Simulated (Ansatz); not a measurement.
# CH4Si (singlet): from Hartree-Fock to the top rungs at distance Si1–C2 = 2.309 Å, cc-pVTZ

One table from this session's results is given with a row withheld; the runs are named, their logs left out.

Computed with Ansatz 0.2.0, Gaussian basis. Level: cc-pVTZ, core rule «outside noble gas», up to 6 orbitals frozen.

To be run: UHF; CCSD(T) on RHF; CCSD(T) on UHF; BCCD(T) on RHF; CCSDT(Q) on RHF.

## What is computed

The geometry derives from a PBE0/def2-TZVP stationary point (not a proven minimum). One bond is set to the value named and the two fragments are kept rigid.

6 atoms, charge 0, spin multiplicity 1.

Atoms are counted from 1 here; the program's logs count them from 0.

Bond lengths: Si1–H3 1.478 Å, Si1–H4 1.478 Å, C2–H5 1.084 Å, C2–H6 1.084 Å. Angles: H3–Si1–H4 114.7°, H5–C2–H6 115.7°.

Coordinates:

```mol
CH4Si
  3D, bonds by distance, orders not assigned

  6  4  0  0  0  0  0  0  0  0999 V2000
    0.0000    0.0000    0.7239 Si  0  0
    0.0000    0.0000   -1.5851 C   0  0
    0.0000    1.2445    1.5216 H   0  0
    0.0000   -1.2445    1.5216 H   0  0
    0.0000    0.9175   -2.1621 H   0  0
    0.0000   -0.9175   -2.1621 H   0  0
  1  3  8  0
  1  4  8  0
  2  5  8  0
  2  6  8  0
M  END
```

Set-up of the first run:

Contents of in.yaml:

```yaml
crystal:
  periodic: [false, false, false]
  atoms:
    - {symbol: Si, position_ang: [0.000000, 0.000000, 0.723855]}
    - {symbol: C, position_ang: [0.000000, 0.000000, -1.585145]}
    - {symbol: H, position_ang: [0.000000, 1.244456, 1.521594]}
    - {symbol: H, position_ang: [0.000000, -1.244456, 1.521594]}
    - {symbol: H, position_ang: [0.000000, 0.917470, -2.162063]}
    - {symbol: H, position_ang: [0.000000, -0.917470, -2.162063]}
basis:
  gaussian: {orbitals: cc-pVTZ}
magnetization: {spin_polarized: true, initial_magnetization: 0}
hamiltonian: {xc: hf}
output: {orbitals: {seedname: orbitals}}
```

Launch:

```bash
ansatz run in.yaml --threads 1 --pin off --events-out ev --progress --plain --max-ram 4096MiB --backend cpu
```

Among the steps run: UHF; CCSD(T) on RHF; CCSD(T) on UHF; BCCD(T) on RHF; CCSDT(Q) on RHF.

One table of the session follows, with a row left open; its other results are not shown here.

It belongs to the step «Misses and costs». 

| method | from RCCSDT(Q) (kcal/mol) |
| --- | --- |
| RHF | ? |
| UHF | +202.56 |
| RMP2 | +34.18 |
| UMP2 | +45.09 |
| RCCSD | +17.29 |
| UCCSD | +15.20 |
| RCCSD(T) | +2.25 |
| UCCSD(T) | +6.61 |
| BCCD(T) | +2.30 |
| RCCSDT | +1.91 |
| RCCSDT(Q) | 0 |

**Question.** Estimate the row for RHF.

As computed: from RCCSDT(Q) (kcal/mol): +238.42. In the column «from RCCSDT(Q) (kcal/mol)» it is the highest.

The program flags RCCSD(T), UCCSD(T), BCCD(T), RCCSDT(Q) as in doubt (see the logs), so the zero of the table is itself unsure.

To keep in mind: The determinant of HF (⟨S²⟩ 1.04) is far from a pure spin state, so its energy mixes those of several spin states; that is harmless only where they are near-degenerate. The report flags that the cluster equations may have other roots. The determinant of CCSD(T) (⟨S²⟩ 1.04) is far from a pure spin state, so its energy mixes those of several spin states; high orders of coupled cluster remove much of that, low ones don't. The program flags RCCSD(T), UCCSD(T), BCCD(T), RCCSDT(Q) as in doubt, so the zero of the table is itself unsure. Warnings: restricted reference is unstable; spin contamination; large T1 diagnostic. Restricted and unrestricted rows rest on different reference determinants; a gap between their highest levels can come from leftover correlation error, from unlike frozen cores or from another state.
